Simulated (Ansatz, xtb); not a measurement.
**Two isomers of C2H8Si**

We compare I, `C[SiH2]C`, a singlet, with II, `CC[SiH3]`, a singlet. Both are isolated molecules in the gas phase, relaxed with B3LYP-D3(BJ)/def2-SVP.

Energies in hartree; the thermal terms are from B3LYP-D3(BJ)/def2-SVP harmonic frequencies (ideal gas, rigid rotor, one conformer each, 600 K, 1 atm) and include the zero-point energy:

|  | I | II |
| --- | --- | --- |
| E, CCSD(T)/def2-TZVP | −369.921445 | −369.902311 |
| zero-point energy | 0.089668 | 0.089578 |
| H(600 K) − E | 0.110286 | 0.109300 |
| G(600 K) − E | 0.023576 | 0.023299 |

Problem. Work out ΔE, ΔE₀, ΔH and ΔG for I → II in kJ/mol (1 Eh = 2625.50 kJ/mol) and the equilibrium ratio [II]/[I].

Solution. 1. ΔE = −369.902311 − (−369.921445) = +0.019134 Eh = +50.24 kJ/mol.
2. ΔE₀ = ΔE + ΔZPE = +0.019134 + (−0.000090) Eh = +50.00 kJ/mol.
3. ΔH = ΔE + (−0.000986) Eh = +47.65 kJ/mol.
4. ΔG = ΔE + (−0.000277) Eh = +49.51 kJ/mol, so ΔS = (ΔH − ΔG)/T = −3.1 J/(mol K).
5. kT = 1.9001 mEh, so K = [II]/[I] = exp(−ΔG/kT) = exp(−9.92) ≈ 4.9 × 10^−5.

Structure I is favoured at this temperature. An error of 4 kJ/mol in ΔG would change K by a factor of 2.2. GFN2-xTB gave ΔE the other sign. Mirror images and further conformers aren't counted.

As drawn, II has 1 C–C, 1 Si–H in place of 1 C–Si, 1 C–H.

Other levels gave ΔE = −14.0 (GFN2-xTB); +49.0 (HF/STO-3G, GFN2-xTB geometries); +48.8 (r2SCAN-D4/def2-SVP, GFN2-xTB geometries); +43.2 (B3LYP-D3(BJ)/def2-SVP); +48.3 (HF/def2-TZVP); +52.9 (MP2/def2-TZVP) kJ/mol. The correlated steps freeze 7 core orbitals. Programs: Ansatz 0.2.0, xtb 6.7.1.
